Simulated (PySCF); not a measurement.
**AlH from Hartree–Fock to correlated methods**

State: ¹Σ⁺ (singlet), closed shell. Set-up: Al x2c-SVPall, H x2c-SVPall; spin-free X2C with a Gaussian nucleus (PySCF 2.14). De refers to Al + H in their high-spin ground configurations, without counterpoise correction. A positive dipole means Al(−)H(+).

| Level | Re (Å) | ωe (cm⁻¹) | De (eV) | μ (D) |
| --- | --- | --- | --- | --- |
| RHF | 1.646 | 1760 | 2.29 | 0.27 |
| RHF-MP2 | 1.642 | 1760 | 2.86 | n/a |
| RHF-SCS-MP2 | 1.642 | 1756 | 2.96 | n/a |
| RHF-CCSD | 1.645 | 1732 | 3.02 | n/a |
| RHF-CCSD(T) | 1.646 | 1727 | 3.03 | n/a |
| PBE | 1.685 | 1591 | 3.00 | -0.01 |
| PBEsol | 1.688 | 1585 | 3.09 | 0.02 |
| BLYP | 1.681 | 1586 | 3.11 | -0.11 |
| r²SCAN | 1.666 | 1646 | 3.02 | 0.14 |
| PBE0 | 1.668 | 1657 | 2.98 | 0.08 |
| MN15 | 1.656 | 1679 | 3.35 | -0.12 |

(1) Which functional lies closest to RHF-CCSD(T) in De, which farthest, and by how much do they differ from it?

(2) What does a quarter of exact exchange do here, going from PBE to PBE0?

(3) What does the step from GGA to meta-GGA do here, going from PBE to r²SCAN?

Correlated steps freeze 5 core orbitals. Correlated levels converge slowly with the basis: in double zeta they bind strong bonds too weakly, by up to about 1 eV, and carry superposition errors of some tenths. Where the molecule has an RHF reference, its open-shell atoms are computed with UHF.

The whole job (state search and all levels along the bond) took about 0.32 min on 1 thread of Intel Xeon 6975P-C (shared host), peak memory 0.33 GiB.

Answers

(1) Closest is r²SCAN (+2.0 pm in Re, -4.7 % in ωe, -0.01 eV in De against RHF-CCSD(T) in the same basis), farthest MN15 (+1.0 pm in Re, -2.8 % in ωe, +0.32 eV in De). CCSD(T) converges more slowly with the basis than the functionals do and binds too weakly in this one, so the order can change at the basis-set limit.

(2) PBE0 less PBE: -1.7 pm in Re, +4.1 % in ωe, -0.02 eV in De. Exact exchange removes part of the self-interaction that spreads semilocal densities, and in most molecules shortens and stiffens the bond and lowers De; so it does here.

(3) r²SCAN less PBE: -1.9 pm in Re, +3.5 % in ωe, +0.02 eV in De.
